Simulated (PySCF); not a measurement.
**C₃H₅N₃: calculation and literature**

Geometry:
```
atom   x (Å)   y (Å)   z (Å)
  C1  -1.607  -0.235  -0.043
  N2  -0.185  -0.057  -0.021
  C3   0.537   1.074   0.075
  N4   1.818   0.794   0.086
  C5   1.841  -0.549  -0.006
  N6   0.652  -1.098  -0.071
  H7  -1.993  -0.368   0.971
  H8  -2.079   0.635  -0.496
  H9  -1.833  -1.127  -0.624
 H10   0.109   2.054   0.129
 H11   2.746  -1.120  -0.026
```

Measured values that the calculation should reproduce: δ $^{15}$N N6 -82.4; N4 -128.7; N2 -173.1 ppm (measured; solution, CH2Cl2; Solvent effects on the nitrogen NMR chemical shifts in 1-methylazoles - a theoretical study, New J. Chem. 2015 (author manuscript)).
δ $^{15}$N N6 -85.6; N4 -137.3; N2 -171.3 ppm (measured; solution, MeOH; Solvent effects on the nitrogen NMR chemical shifts in 1-methylazoles - a theoretical study, New J. Chem. 2015 (author manuscript)).

Non-relativistic Hamiltonian, in vacuum, one averaged value for each set of equivalent atoms, one conformer. GFN2-xTB geometry; PBE0/pcSseg-1 with gauge-including orbitals; PySCF 2.14.

What does the calculation give, and how does it compare?

Answers


Reference values: measured (solution, CH2Cl2; Solvent effects on the nitrogen NMR chemical shifts in 1-methylazoles - a theoretical study, New J. Chem. 2015 (author manuscript)).
```
atoms                          quantity  reference  computed  computed, scaled
   N6  δ $^{15}$N vs neat liquid CH3NO2      -82.4         –             -82.6
   N4  δ $^{15}$N vs neat liquid CH3NO2     -128.7         –            -121.0
   N2  δ $^{15}$N vs neat liquid CH3NO2     -173.1         –            -181.0
```

Reference values: measured (solution, MeOH; Solvent effects on the nitrogen NMR chemical shifts in 1-methylazoles - a theoretical study, New J. Chem. 2015 (author manuscript)).
```json
{"atoms": "N6", "quantity": "δ $^{15}$N vs neat liquid CH3NO2", "reference": "-85.6", "computed": "–", "computed, scaled": "-82.6"}
{"atoms": "N4", "quantity": "δ $^{15}$N vs neat liquid CH3NO2", "reference": "-137.3", "computed": "–", "computed, scaled": "-121.0"}
{"atoms": "N2", "quantity": "δ $^{15}$N vs neat liquid CH3NO2", "reference": "-171.3", "computed": "–", "computed, scaled": "-181.0"}
```

Computed shifts are σ(ref) − σ with the named reference compound (TMS for H and C) calculated as an isolated molecule at the same level. The measured values may be among those fitted. Shieldings were converted by a linear fit to measured shifts: $^{15}$N: δ = -148.07 − 0.921σ (rms 6.3 ppm, 71 shifts vs CH3NO2, solution or neat liquid). A few per cent of atoms miss by over 2 rms, more outside the fitted compound classes.

6 of the 33 published NMR values on file for this molecule are compared. The rest: values from further sources.
